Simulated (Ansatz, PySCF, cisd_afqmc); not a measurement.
System: C$_{3}$H$_{3}$, charge 0, doublet. C3H3 (SMILES C1=C[CH]1, doublet).
B3LYP-D3(BJ)/def2-TZVP minimum from Ansatz (an electronic-structure program):
```xyz
6

C      0.0018     0.0071     0.8842
C      0.0467    -0.6576    -0.4096
C      0.0561     0.6501    -0.4202
H     -0.7909     0.0189     1.6308
H      0.0705    -1.5781    -0.9660
H      0.0930     1.5610    -0.9914
```
Charge 0, spin multiplicity 2.

Atomisation energy term by term, kcal/mol (programs: Ansatz, cisd_afqmc). Radicals and triplets start from unrestricted determinants; spin-orbit coupling is neglected. Cores are frozen in correlated methods. Rows without X2C or -DK are non-relativistic. The Monte Carlo rows (phaseless AFQMC, CISD trial, step 0.005/hartree) carry one-sigma bars that omit the constraint's bias. Outlying blocks are dropped, and bars are widened where a walk drifts. Over all cases where full CI ran beside it in this data, AFQMC minus full CI had a median of +0.1 mEh and passed +0.4 mEh in a tenth of the cases. CBS(X,Y): correlation extrapolated as X^-3, Hartree-Fock from the larger set (Q,5: extrapolated as (X+1)exp(-9√X)). A bracket is a step between two methods taken in the basis named. 'core' is core correlation in cc-pwCVTZ, 'X2C' scalar relativity in cc-pVTZ-DK, both at CCSD(T). For partners of very few electrons the exact lower level stands in for a higher one.

```csv
term,basis,kcal/mol
Hartree-Fock,"CBS(cc-pVQZ,cc-pV5Z)",416.12
CCSD correlation,"CBS(cc-pVQZ,cc-pV5Z)",143.61
(T),"CBS(cc-pVQZ,cc-pV5Z)",11.75
CCSDT(Q) - CCSD(T),cc-pVDZ,0.50
core correlation,cc-pwCVTZ,3.29
scalar relativity,"X2C, cc-pVTZ-DK",-0.50
minus zero-point energy,Hessian by PySCF at B3LYP-D3(BJ)/def2-TZVP,-26.58
sum: D0,,548.2
```

The step beyond CCSD(T) by other levels: AFQMC/CISD in cc-pVDZ 0.58 ± 0.30 kcal/mol.
